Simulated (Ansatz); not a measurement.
BH2(CH2SiH3) (CH7BSi), relaxed as a singlet with RKS PBE0-D4/def2-TZVP in Ansatz, starting from the GFN2-xTB geometry. Force threshold 0.02 eV/Å.

Start:

Cartesian coordinates in Å:
```
B 0.888 -1.265 0.000
H 0.879 -1.882 0.995
H 1.885 -1.176 -0.607
C -0.385 -0.533 -0.477
Si -0.367 1.217 0.306
H -0.437 -0.384 -1.555
H -1.316 -1.000 -0.157
H -0.382 1.137 1.769
H 0.811 1.973 -0.125
H -1.576 1.913 -0.149
```

| step | energy (eV) | largest force component (eV/Å) | SCF passes |
| --- | --- | --- | --- |
| 1 | -9699.5932 | 0.818 | 15 |
| 2 | -9699.6325 | 0.318 | 19 |
| 3 | -9699.6351 | 0.263 | 19 |
| 4 | -9699.6383 | 0.015 | 19 |

Force components are those of the run's own axes.

End:

Cartesian coordinates in Å:
```
B 0.877 -1.257 -0.003
H 0.877 -1.873 1.025
H 1.905 -1.152 -0.611
C -0.390 -0.543 -0.485
Si -0.372 1.188 0.290
H -0.432 -0.355 -1.562
H -1.329 -0.984 -0.136
H -0.378 1.105 1.774
H 0.829 1.950 -0.141
H -1.587 1.921 -0.152
```

By distances, no bond broke or formed. The bond that changes most is B1–H2, from 1.17 to 1.20 Å (atoms count from 1).

No frequencies were taken in this run, so the end may be a saddle point.

It took 2.9 s on 4 threads of AMD EPYC 9B14 on a shared host.
